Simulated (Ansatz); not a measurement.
α-phase Ga: LDA at its full settings (plane-wave cutoff 520 eV, 14×14×12 k mesh (along the axes of the cell as run), Fermi–Dirac smearing 0.05 eV, scalar-relativistic PAW data made under PBE) and at cheaper ones, in a cell of 4 atoms with Γ-centred meshes.

```csv
level and setting,volume per atom (Å³/atom),bulk modulus (GPa)
LDA (Ansatz),18.36,66.8
LDA (2×2×2 k mesh) (Ansatz),20.07,43.2
LDA (4×4×4 k mesh) (Ansatz),18.34,69.7
```

Largest shifts from the full settings: equilibrium volume per atom +9.3 % (LDA (2×2×2 k mesh)); bulk modulus -35 % (LDA (2×2×2 k mesh)).

The full settings aren't shown to be converged themselves.

Ansatz's density-functional and Hartree–Fock values are scalar-relativistic unless marked +SOC, with PAW data made under PBE.

Run with cheap settings on purpose, which may leave them unconverged: LDA (2×2×2 k mesh), LDA (4×4×4 k mesh).

Ansatz is a program for electronic structure.
